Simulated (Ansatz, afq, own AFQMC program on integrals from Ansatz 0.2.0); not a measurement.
BH4⁺, singlet in cc-pVDZ, levels against full CI

```yaml
atoms:
  - { symbol: B, position_ang: [0.0006, 0.0231, -0.0234] }
  - { symbol: H, position_ang: [-0.0150, 0.8845, 0.8265] }
  - { symbol: H, position_ang: [-0.0293, -1.1667, 1.1821] }
  - { symbol: H, position_ang: [0.0219, 0.8730, -0.8846] }
  - { symbol: H, position_ang: [0.0162, -0.8384, -0.8732] }
```

Basis cc-pVDZ. Only valence electrons are correlated. Integrals, coupled cluster, full CI and functionals: Ansatz 0.2.0; the random walks run on the same integrals in our own AFQMC program. ph-AFQMC/CISD is guided by a CISD state made of CCSD amplitudes; releasing the constraint for a short imaginary time cuts its bias at the price of noise, slowly where states lie close. Uncertainties: one standard error, sampling alone.

Determinant: RHF, the one that the program's search chose, which needn't be the lowest solution. The geometry is a point of a scan.

Full CI on the same integrals is exact in this basis and with this determinant's frozen core.

Cautions: restricted determinant unstable towards unrestricted (UHF 65 meV lower, ⟨S²⟩ 0.28).

* T1 diagnostic: 0.0155
* weight of the determinant in the CISD state: 0.903
* size of the correlated space: 6 electrons in 33 orbitals

```csv
level,correlation energy (eV)
MP2,-3.0202
CCSD,-3.8168
CCSD(T),-3.9115
```

Estimate where AFQMC with the constraint released lies against CCSD(T) on the same integrals.

0.45 ± 0.20 kcal/mol below CCSD(T).

Reference: full CI, correlation energy -3.938 eV. The released energy is read at 2.40 1/Eh (meV from the phaseless value at times in 1/Eh: -8 ± 10 at 0.24, -20 ± 7 at 0.51, -20 ± 7 at 0.99, -13 ± 9 at 1.62, -9 ± 9 at 2.40).

```
         level  E − E(reference) (kcal/mol)  share of correlation (%)
       CCSD(T)                         0.60                     99.34
         CCSDT                         0.16                     99.82
      CCSDT(Q)                         0.03                     99.97
   ph-AFQMC/HF                  1.73 ± 1.04                     98.10
 ph-AFQMC/CISD                  0.34 ± 0.13                     99.62
released AFQMC                  0.15 ± 0.20                     99.84
```

CCSDT and higher add their correlation energy to the determinant of the CCSD(T) run, since their own runs factorise the integrals more tightly (a shift of under 2 meV). A walk keeps the symmetry of its determinant, which the program's search chose and which needn't be the lowest solution, so a lower state of the same spin and another symmetry isn't excluded. Released energies are given only where the last usable release times agree within the noise; a slower fall can still hide under it.
